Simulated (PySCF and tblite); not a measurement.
The numbers below are computed, except where a source is named.
C₄H₁₀, numbered as in [CH3:1][CH2:2][CH2:3][CH3:4]. The same 2 conformers on PBE0-D3(BJ)/def2-SVP geometries, with only the functional of the single-point energies changed (basis set def2-TZVP, solvent none (gas phase), D3(BJ) where defined; PySCF).

Torsions listed: C1–C2–C3–C4. Of a mirror pair one member is shown.

| conformer | shape | symmetry | dipole D |
| --- | --- | --- | --- |
| 1 | 180° | C2h | 0.00 |
| 2 | -65° | C2 (pair) | 0.11 |

Energies (kcal/mol) above conformer 1 and its weight at 298.15 K (thermal terms from GFN2-xTB):

| functional | E(2) − E(1) | weight of 1 (%) |
| --- | --- | --- |
| PBE0 | 0.62 | 61 |
| BHandHLYP | 0.62 | 62 |
| HSE06 | 0.65 | 63 |
| wB97X-D | 0.72 | 65 |
| CAM-B3LYP | 0.64 | 62 |
| TPSS | ? | ? |
| r2SCAN | 0.68 | 64 |

Question: What does TPSS give?

Answer: E(2) − E(1) = 0.58 kcal/mol, weight of conformer 1 60 %.

Question: How much does the choice of functional matter?

Answer: The widest range is that of E(2) − E(1), which runs from 0.58 (TPSS) to 0.72 kcal/mol (wB97X-D), a spread of 0.14, against RT = 0.59.
